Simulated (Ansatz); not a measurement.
## Pulling the pair apart

The pair of H$_{2}$S (SMILES S, atoms 1–3) and CH$_{4}$S (SMILES CS, atoms 4–9), both closed shells, in one local arrangement (a lower one may exist), relaxed at PBE0-D4/def2-TZVP:

| atom | x (Å) | y (Å) | z (Å) |
| --- | --- | --- | --- |
| S1 | 0.2333 | 0.0663 | -2.6215 |
| H2 | -0.5568 | -0.2463 | -1.5708 |
| H3 | -0.3825 | 1.2430 | -2.8090 |
| C4 | 0.5733 | -0.3574 | 1.2295 |
| S5 | -1.2067 | -0.4604 | 0.9368 |
| H6 | 1.0748 | 0.1778 | 0.4237 |
| H7 | 0.9370 | -1.3848 | 1.2467 |
| H8 | 0.7873 | 0.1046 | 2.1920 |
| H9 | -1.4598 | 0.8572 | 0.9727 |

CH$_{4}$S is shifted rigidly along the line between the mean atom positions of the two fragments (negative: closer). Counterpoise interaction energies in kcal/mol. Computed with Ansatz 0.2.0 (basis: def2-TZVPPD); correlated methods freeze the cores. B3LYP uses VWN-RPA correlation.

| shift (Å) | HF | PBE-D4 | B3LYP-D4 |
| --- | --- | --- | --- |
| -0.39 | 5.53 | -2.45 | -0.99 |
| -0.19 | 2.44 | -3.47 | -2.47 |
| 0.00 | 0.75 | -3.64 | -2.93 |
| 0.19 | -0.14 | -3.41 | -2.87 |
| 0.47 | -0.65 | -2.84 | -2.43 |
| 0.97 | -0.73 | -1.79 | -1.49 |
| 1.94 | -0.39 | -0.66 | -0.53 |
| 3.87 | -0.11 | -0.12 | -0.11 |

(1) What does CCSD(T) give at these shifts? (Judge from chemistry; the value comes from the calculation.)

The T1 diagnostic stays at or below 0.011.

## Answers

(1) By the calculation: 0.42, -1.35, -2.07, -2.23, -2.03, -1.38, -0.56, -0.13 kcal/mol. For zero shift, CCSD(T) at an estimated basis limit (MP2 extrapolated from triple and quadruple zeta, plus CCSD(T) − MP2 in triple zeta) gives -2.57 kcal/mol. These are counterpoise interaction energies, counted from the two frozen fragments.

For scale, one of the runs: CCSD(T)/def2-TZVPPD, 241 basis functions, launched by `ansatz run in.yaml --threads 4 --pin off --events-out ev --progress --plain --max-ram 9574MiB`. Hardware: 4 CPU threads of an Intel Xeon 6975P-C, shared host. Wall time 19 s; peak host memory 4.7 GiB.
